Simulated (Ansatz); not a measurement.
Basis-set extrapolation for C₄H₄F₂, SMILES `FCC#CCF` (PBE0-D4/def2-TZVP geometry, frozen core, the Gaussian-basis code of Ansatz). Multiplicity 1, RHF reference.

```
                      def2-TZVPP   def2-QZVPP
                 HF  -352.743970  -352.759118
    MP2 correlation    -1.124797    -1.214118
CCSD(T) correlation    -1.193872      not run
```

Energies in hartree. Use E(X) = E(∞) + A·exp(−7.88·√X) for Hartree–Fock and E(X) = E(∞) + B·X^(−2.97) for correlation, with X = 3 and 4, and add CCSD(T) minus MP2 of the smaller set to the MP2 limit.

Q: What is the CCSD(T) energy at the basis-set limit?

A: HF limit: -352.759118 + (-0.015148) × 0.13774 = -352.76120. MP2 limit: -1.214118 + (-0.089321) × 0.74074 = -1.28028. Higher-order term: -1.193872 − (-1.124797) = -0.06907. Total: -354.11055 hartree, 108.4 kcal/mol below CCSD(T)/def2-TZVPP.
